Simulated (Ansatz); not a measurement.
**Si₂NH₉ (built from SMILES N[SiH3].[SiH4]): search for a transition state**

Wanted: the transition state of a four-centre ligand exchange (form Si1–Si7, N2–H6 and break Si1–N2, H6–Si7). The guess is relaxed with those distances held, a saddle search follows, and vibrations and two downhill relaxations check it.

The runs use Ansatz 0.2.0, Gaussian basis; PBE0-D4, def2-SVP first, then def2-TZVP.

152 further runs of the same task are left out: 152 set aside as unsound or not needed.

### 1 The system as given

The guess: 12 atoms, charge 0, spin multiplicity 1.

Atoms are counted from 1 here; the program's logs count them from 0.

Bond lengths: Si1–N2 1.891 Å, Si1–H3 1.455 Å, Si1–H4 1.509 Å, Si1–H5 1.455 Å, N2–H6 1.190 Å, N2–H8 1.015 Å, N2–H9 1.015 Å, Si7–H10 1.477 Å, Si7–H11 1.481 Å, Si7–H12 1.469 Å. Angles: N2–Si1–H3 111.9°, N2–Si1–H4 93.4°, N2–Si1–H5 113.0°, H3–Si1–H4 98.6°, H3–Si1–H5 130.5°, H4–Si1–H5 98.5°, Si1–N2–H6 85.0°, Si1–N2–H8 115.0°, Si1–N2–H9 115.1°, H6–N2–H8 116.3°, H6–N2–H9 116.7°, H8–N2–H9 107.6°, H10–Si7–H11 102.9°, H10–Si7–H12 104.1°, H11–Si7–H12 103.1°.

As a file:

```mol
H9NSi2
  3D, bonds by distance, orders not assigned

 12 10  0  0  0  0  0  0  0  0999 V2000
   -1.1503    0.3168    0.4612 Si  0  0
   -0.0289   -1.0694    1.0900 N   0  0
   -1.8943   -0.0830   -0.7238 H   0  0
   -2.2133    0.0474    1.4974 H   0  0
   -0.7341    1.6343    0.9166 H   0  0
    0.7065   -0.7297    0.2180 H   0  0
    1.0650    0.5531   -1.2965 Si  0  0
    0.3122   -0.9491    2.0384 H   0  0
   -0.4179   -2.0045    1.0195 H   0  0
    2.2308    1.3118   -0.7996 H   0  0
    1.6860   -0.4844   -2.1512 H   0  0
    0.4384    1.4569   -2.2701 H   0  0
  1  2  8  0
  1  3  8  0
  1  4  8  0
  1  5  8  0
  2  6  8  0
  2  8  8  0
  2  9  8  0
  7 10  8  0
  7 11  8  0
  7 12  8  0
M  END
```

Distances that are to change: Si1–Si7 2.84 Å, N2–H6 1.19 Å, Si1–N2 1.89 Å, H6–Si7 2.02 Å.

### 2 Relaxing the guess with the reacting distances held

File hold/in.yaml:

```yaml
crystal:
  periodic: [false, false, false]
  atoms:
    - {symbol: Si, position_ang: [-1.150300, 0.316800, 0.461200]}
    - {symbol: N, position_ang: [-0.028900, -1.069400, 1.090000]}
    - {symbol: H, position_ang: [-1.894300, -0.083000, -0.723800]}
    - {symbol: H, position_ang: [-2.213300, 0.047400, 1.497400]}
    - {symbol: H, position_ang: [-0.734100, 1.634300, 0.916600]}
    - {symbol: H, position_ang: [0.706500, -0.729700, 0.218000]}
    - {symbol: Si, position_ang: [1.065000, 0.553100, -1.296500]}
    - {symbol: H, position_ang: [0.312200, -0.949100, 2.038400]}
    - {symbol: H, position_ang: [-0.417900, -2.004500, 1.019500]}
    - {symbol: H, position_ang: [2.230800, 1.311800, -0.799600]}
    - {symbol: H, position_ang: [1.686000, -0.484400, -2.151200]}
    - {symbol: H, position_ang: [0.438400, 1.456900, -2.270100]}
basis:
  gaussian: {orbitals: def2-SVP}
hamiltonian: {xc: pbe0, dispersion: d4}
relax: {f_tol: 0.04, max_steps: 150, escape_saddle: false, constraints: [{distance: [0, 6]}, {distance: [1, 5]}, {distance: [0, 1]}, {distance: [5, 6]}]}
```

Started as:

```console
ansatz run in.yaml --threads 4 --pin off --events-out ev --progress --plain --max-ram 9574MiB
```

Further steps of the session: Force constants to start from; Saddle search in the small basis; Saddle search in triple zeta; Checking the order of the point; Relaxing after a step of 0.30 Å one way along the mode; Relaxing after a step of 0.30 Å the other way along the mode.

Q: Predict the outcome of this session. Wanted: imaginary mode; barrier from the start side; barrier from the end side; energy of the step; pairs that change; zero-point energy at the saddle.

As calculated:

| quantity | value |
| --- | --- |
| imaginary mode | 342i cm⁻¹ |
| barrier from the start side | 183.9 kJ/mol |
| barrier from the end side | 166.9 kJ/mol |
| energy of the step | +17.0 kJ/mol |
| pairs that change | Si1–Si7 formed, N2–H6 formed, Si1–N2 broken, H6–Si7 broken |
| zero-point energy at the saddle | 2.264 eV |

What this shows: One imaginary mode, 342i cm⁻¹, makes this a first-order saddle. The two relaxations end on the structures that were planned. At PBE0-D4/def2-TZVP the electronic barrier is 183.9 kJ/mol, about 74 kT at 298 K, and the step runs 17.0 kJ/mol uphill. A step off the saddle overshot and began above it in energy, so the link to its end is likely but not proven. The ends are the nearest minima, not always the lowest complexes.
